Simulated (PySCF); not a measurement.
**A search over the determinants of CF**

Unrestricted PBE0; C STO-3G, F STO-3G; no relativity (PySCF 2.14). Outer shells of the fragments: C 2s2 2p2; F 2s2 2p5.

Followed along the bond (rough minima from three points):

| 2Ms+1 | unpaired | ⟨S²⟩ at the start | R at minimum (Å) | Te (eV) |
| --- | --- | --- | --- | --- |
| 2 | π ↑ | 0.75 | 1.32 | 0.00 |
| 4 | σ ↑, π ↑↑ | 3.75 | 1.37 | 3.30 |

Solutions found at the starting distance of 1.325 Å, counted from the lowest of them; the search is not exhaustive and high or unbound solutions are not listed, so other states can lie among these:

```
2Ms+1   unpaired  term  E (eV)  ⟨S²⟩  ⟨Lz²⟩  μ (D)
    2        π ↑    ²Π    0.00  0.75   1.00   1.00
    4  σ ↑, π ↑↑   ⁴Σ⁻    3.35  3.75   0.00  -0.33
    4      π ↑↑↑    ⁴Π    8.32  3.76   1.00   3.51
```

A term symbol is given only where ⟨S²⟩ and ⟨Lz²⟩ are close to those of a pure state; real π, δ and φ orbitals otherwise mix terms. A positive dipole means C(−)F(+).

Question: Compare the gap between the two lowest followed solutions at the starting distance with the gap between their minima.

Answer: At PBE0 the second solution (quartet, unpaired electrons σ ↑, π ↑↑) lies +3.35 eV from the first (doublet, unpaired electrons π ↑) at 1.325 Å and +3.30 eV at the minima; the two curves relax by different amounts, since their minima lie near 1.37 and 1.32 Å.

Counting both spins, an empty level lies below a filled one in some of these solutions, because spin and occupation are held. STO-3G is very small, so such numbers show the basis as much as the molecule.
